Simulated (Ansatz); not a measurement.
# Phonon frequency of some cubic tetrahedrally bonded semiconductors and semimetals

Method: Hartree–Fock (PAW; Ansatz, a first-principles code). References are measured values at room or unstated temperature, uncorrected unless marked, so that the deviations hold thermal and zero-point effects besides the level's error. The table is a random draw of 6 from 70 values with such references.

Values in cm⁻¹.

```csv
solid,reference,Hartree–Fock,deviation (%)
zinc-blende InP (X TA),68,87,+28
diamond-structure Ge (L TO),290,309,+6.6
zinc-blende InSb (X LO),158,161,+1.9
3C-SiC (L LO),838,921,+9.9
zinc-blende GaSb (L TA),46,60,+30
zinc-blende ZnSe (X LA),191,194,+1.6
```

Over these 6 values the mean deviation is +13.1 %, the mean absolute deviation 13.1 % (median 8.2 %), and the worst case zinc-blende GaSb (L TA) at +30 %; the value is too high in 6 of 6 cases. Over all 70, from unrounded values, the mean deviation is +9.8 % and the mean absolute deviation 11.6 % (median 8.2 %).

Spin–orbit coupling is left out, also for the solids with elements from indium on (zinc-blende InP, zinc-blende InSb, zinc-blende GaSb); its size isn't shown.

Differences are worked out from the printed values.

Each level is taken at its own relaxed cell. Ansatz's density-functional and Hartree–Fock values are scalar-relativistic unless marked +SOC, with PAW data made under PBE.

Ansatz's runs of these crystals have no spin polarisation.

Not in this set, of the tetrahedrally bonded semiconductors and semimetals with a reference value in our tables and a result at some level: 12 for a reference of another kind, counted apart; 1 for no value at Hartree–Fock (not run, a failed fit, an unstable or unbound cell, or a value held back for tests). These can be a level's best or worst cases. At least 16 more with a reference value are held back for tests. Solids without a released value at any level aren't counted. Layered and molecular crystals are counted apart. The metals Ce to Yb are counted apart.

References as tabulated in Ioffe Institute, NSM Archive: InP, mechanic properties page; Yang et al. (2021), arXiv:2106.07201; Ioffe Institute, NSM Archive: InSb, mechanic properties page; Wang et al. (1996), arXiv:mtrl-th/9510002 and others.
